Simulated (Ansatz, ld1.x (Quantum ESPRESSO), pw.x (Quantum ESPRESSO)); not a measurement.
## B: does the ultrasoft potential hold in the solid?

```json
{
 "Element": "boron (B)",
 "Generator": "ld1.x (Quantum ESPRESSO) 7.5",
 "Type": "ultrasoft",
 "Functional": "PBEsol",
 "Relativity": "scalar-relativistic",
 "Frozen core": "[He]",
 "Valence charge": "3",
 "Reference configuration": "2s2 2p1",
 "Partial waves": "2s (bound): rcut 0.95, rcutus 1.20 bohr; 2s channel at 0.2 Ry: rcut 0.95, rcutus 1.20 bohr; 2p (bound): rcut 1.75, rcutus 2.10 bohr; 2p channel at 1.2 Ry: rcut 1.75, rcutus 2.10 bohr; 3d channel at 0.2 Ry: rcut 1.60, rcutus 1.90 bohr; 3d channel at 1.2 Ry: rcut 1.60, rcutus 1.90 bohr",
 "Local potential": "all-electron potential smoothed inside 2.10 bohr (lloc = -1)",
 "Core correction": "a·sin(br)/r model core, default radius (core density twice the valence density)",
 "Augmentation charge": "PSQ, radius 1.00 bohr"
}
```

Crystal test: fcc B in pw.x 7.5, no spin, 18³ k-points, Fermi–Dirac smearing 0.01 Ry, cutoffs 40/860 Ry. The lattice is a test structure that the element need not adopt, and mesh and smearing are coarse.

pw.x input:

```
&control
  calculation='scf', prefix='x', pseudo_dir='./', outdir='./tmp', tstress=.true., disk_io='none'
/
&system
  ibrav=0, nat=1, ntyp=1, ecutwfc=40, ecutrho=860, nbnd=8,
  occupations='smearing', smearing='fd', degauss=0.01
/
&electrons
  conv_thr=1e-09, mixing_beta=0.4, electron_maxstep=70
/
ATOMIC_SPECIES
B 1.0 B.UPF
CELL_PARAMETERS angstrom
  0.00000000 1.42898750 1.42898750
  1.42898750 0.00000000 1.42898750
  1.42898750 1.42898750 0.00000000
ATOMIC_POSITIONS crystal
B 0.0000 0.0000 0.0000
K_POINTS automatic
18 18 18 0 0 0
```

```bash
pw.x < B.scf.in > B.scf.out
```

How does the run end?

It converges; the pressure is -0.03 GPa against -0.51 GPa from all-electron LAPW. The largest radius (2.10 bohr) exceeds half the bond length (1.91 bohr), so the spheres overlap, which is one possible source of error among others. The log shows:

```
Message from routine setup:
     using ibrav=0 with symmetry is DISCOURAGED, use correct ibrav instead
     lattice parameter (alat)  =       3.8189  a.u.
     unit-cell volume          =      39.3833 (a.u.)^3
     number of electrons       =         3.00
     number of Kohn-Sham states=            8
     kinetic-energy cutoff     =      40.0000  Ry
     charge density cutoff     =     860.0000  Ry
     scf convergence threshold =      1.0E-09
     Exchange-correlation= PBESOL
     number of k points=   195  Fermi-Dirac smearing, width (Ry)=  0.0100
     iteration #  1     ecut=    40.00 Ry     beta= 0.40
     total energy              =      -6.16364530 Ry
     estimated scf accuracy    <       0.00129998 Ry
     iteration #  2     ecut=    40.00 Ry     beta= 0.40
     total energy              =      -6.16370014 Ry
     estimated scf accuracy    <       0.00045298 Ry
     iteration #  3     ecut=    40.00 Ry     beta= 0.40
     total energy              =      -6.16370478 Ry
     estimated scf accuracy    <       0.00000011 Ry
     iteration #  4     ecut=    40.00 Ry     beta= 0.40
     total energy              =      -6.16370530 Ry
     estimated scf accuracy    <          7.7E-09 Ry
     iteration #  5     ecut=    40.00 Ry     beta= 0.40
     the Fermi energy is    14.5794 ev
!    total energy              =      -6.16370561 Ry
     estimated scf accuracy    <          2.1E-10 Ry
     smearing contrib. (-TS)   =      -0.00098638 Ry
     The total energy is F=E-TS. E is the sum of the following terms:
     one-electron contribution =       4.32992455 Ry
     hartree contribution      =       0.01847974 Ry
     xc contribution           =      -2.87080451 Ry
     ewald contribution        =      -7.64031901 Ry
     convergence has been achieved in   5 iterations
          total   stress  (Ry/bohr**3)                   (kbar)     P=       -0.30
     Message from routine punch:
     Nothing written, as per user request (disk_io='none')
```
